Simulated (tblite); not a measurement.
C5H8O (charge +1 and doublet state).
SMILES with atom numbers: `[CH3:1][O:2][CH2:3][CH:4]1[CH:5][CH+:6]1` (hydrogens: H7, H8, H9 on C1; H10, H11 on C3; H12 on C4; H13 on C5; H14 on C6)

Computed with GFN2-xTB (tblite), gas phase: L-BFGS steps from a force-field or distance-geometry start until the largest atomic force falls under 0.01 eV/Å.

Geometry at step 45:
```
atom  x, y, z in Å
C1      2.2508    0.5598    0.3278
O2      1.0379    0.3115   -0.3183
C3      0.2266   -0.7219    0.0666
C4     -1.2428   -0.2286    0.3723
C5     -1.9263    0.8139   -0.4149
C6     -2.4039   -0.4116   -0.5368
H7      2.4147   -0.0511    1.2189
H8      3.0536    0.3435   -0.3944
H9      2.3289    1.6305    0.5664
H10     0.6400   -1.2747    0.9190
H11     0.1197   -1.4119   -0.7845
H12    -1.4220   -0.3146    1.4450
H13    -1.9562    1.8398   -0.6940
H14    -3.1218   -1.0853   -0.9552
```

Q: Give the atomic forces at this geometry.

A: 
```json
{"atom": "C1", "Fx (eV/Å)": "0.025", "Fy (eV/Å)": "-0.009", "Fz (eV/Å)": "-0.063"}
{"atom": "O2", "Fx (eV/Å)": "-0.011", "Fy (eV/Å)": "0.091", "Fz (eV/Å)": "0.074"}
{"atom": "C3", "Fx (eV/Å)": "0.005", "Fy (eV/Å)": "0.013", "Fz (eV/Å)": "-0.030"}
{"atom": "C4", "Fx (eV/Å)": "-0.134", "Fy (eV/Å)": "-0.132", "Fz (eV/Å)": "-0.097"}
{"atom": "C5", "Fx (eV/Å)": "0.002", "Fy (eV/Å)": "-0.019", "Fz (eV/Å)": "-0.016"}
{"atom": "C6", "Fx (eV/Å)": "0.069", "Fy (eV/Å)": "-0.037", "Fz (eV/Å)": "0.031"}
{"atom": "H7", "Fx (eV/Å)": "-0.107", "Fy (eV/Å)": "0.014", "Fz (eV/Å)": "0.014"}
{"atom": "H8", "Fx (eV/Å)": "0.034", "Fy (eV/Å)": "0.074", "Fz (eV/Å)": "0.016"}
{"atom": "H9", "Fx (eV/Å)": "-0.085", "Fy (eV/Å)": "-0.125", "Fz (eV/Å)": "-0.057"}
{"atom": "H10", "Fx (eV/Å)": "-0.132", "Fy (eV/Å)": "0.005", "Fz (eV/Å)": "0.049"}
{"atom": "H11", "Fx (eV/Å)": "-0.077", "Fy (eV/Å)": "0.006", "Fz (eV/Å)": "-0.037"}
{"atom": "H12", "Fx (eV/Å)": "0.141", "Fy (eV/Å)": "0.030", "Fz (eV/Å)": "0.001"}
{"atom": "H13", "Fx (eV/Å)": "0.079", "Fy (eV/Å)": "0.033", "Fz (eV/Å)": "0.018"}
{"atom": "H14", "Fx (eV/Å)": "0.192", "Fy (eV/Å)": "0.056", "Fz (eV/Å)": "0.099"}
```

The largest, 0.22 eV/Å, acts on H14; the rms over all components is 0.073 eV/Å. The forces sum to zero within rounding, as they must for an isolated molecule in no field.

Q: Give the force on H14 in Eh/bohr and in nN.

A: 0.223 eV/Å ÷ 51.422 = 0.00434 Eh/bohr, and 0.223 eV/Å × 1.602 = 0.36 nN.

Q: How far is this geometry from the end of the optimisation?

A: 0.107 eV above it, and 0.564 Å rms away after alignment. The bonds farthest from their final lengths, with half the difference of the two atoms' forces along the bond (positive lengthens):

```tsv
bond	now (Å)	final (Å)	force along bond (eV/Å)
C4–C6	1.486	1.470	-0.12
C3–H11	1.101	1.094	+0.01
C3–C4	1.580	1.587	+0.04
O2–C3	1.369	1.362	+0.01
C1–H8	1.101	1.095	-0.03
C6–H14	1.070	1.064	-0.08
```

The angle farthest from its final value is C6–C4–H12, 117.6° against 123.7°.

What follows is the cost of the whole relaxation. Hardware: an Arm Neoverse V1 with one thread, shared host. Cost: 0.53 s.
